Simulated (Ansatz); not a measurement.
Input file:

```yaml
crystal:
  periodic: [false, false, false]
  atoms:
    - {symbol: O, position_ang: [0.000000, 0.000000, 0.000000]}
    - {symbol: Se, position_ang: [0.000000, 0.000000, 1.632800]}
basis:
  gaussian: {orbitals: 6-31G}
total_charge: 1
magnetization: {spin_polarized: false, initial_magnetization: 3}
hamiltonian: {pseudopotentials: {relativity: none}}
correlation: {method: mp2, electrons: outside_noble_gas}
output: {forces: true}
```

```sh
$ ansatz run in.yaml --threads 1 --pin off --events-out ev --progress --plain --max-ram 2393MiB
```

Q: Roughly how long does this take on 1 thread of AMD EPYC, shared host, and how much host memory?

A: 8 s wall and 0.18 GiB.

```
330 factors; integrals over basis functions are off by at most 7.3e-4 eV
mean field evaluation 1: about -67306.5887 eV, gradient 5.0e1 eV
mean field evaluation 2: about -67306.6237 eV, gradient 5.0e1 eV
mean field evaluation 4: about -67314.3136 eV, gradient 1.5e1 eV
mean field evaluation 8: about -67315.3090 eV, gradient 1.6e0 eV
mean field evaluation 16: about -67315.3532 eV, gradient 1.2e-2 eV
mean field evaluation 32: about -67306.5887 eV, gradient 5.0e1 eV
mean field evaluation 64: about -67317.0420 eV, gradient 1.5e-2 eV
mean field evaluation 96: about -67316.9151 eV, gradient 1.4e0 eV
mean field evaluation 128: about -67317.0230 eV, gradient 1.6e0 eV
mean field evaluation 160: about -67315.3532 eV, gradient 3.8e-2 eV
mean field -67317.04196121 eV, -2473.8556629447 hartree, gradient 1.9e-6 eV, S^2 3.750000; 10 other end points of the search recorded, 0 dependent functions left out
mean field evaluation 192: about -67315.6021 eV, gradient 6.9e-3 eV
mean field evaluation 224: about -67315.4291 eV, gradient 1.6e0 eV
mean field evaluation 256: about -67317.1842 eV, gradient 5.0e-1 eV
15 core orbitals not correlated: weight in the atoms' cores, before any rotation towards them, 0.998 or more for the frozen orbitals, at most 0.001 for the correlated occupied ones
reference -67317.04196121 eV, -2473.8556629447 hartree; 7, 4 occupied and 16, 19 virtual orbitals, 330 factors
second order -3.23233920 eV of doubles, -0.08328646 eV of singles
the calculation of the forces begins
Total energy: -67320.35758688 eV, -2473.9775099404 hartree
Atom 0 at     0.000000     0.000000     0.000000 Å, force     0.000000    -0.000000   -10.766533 eV/Å
Atom 1 at     0.000000     0.000000     1.632800 Å, force    -0.000000     0.000000    10.766533 eV/Å
Dipole moment:     0.000000     0.000000     0.297873 e Å
```

Forces (eV/Å):
```
O     0.000   0.000 -10.767
Se    0.000   0.000  10.767
```
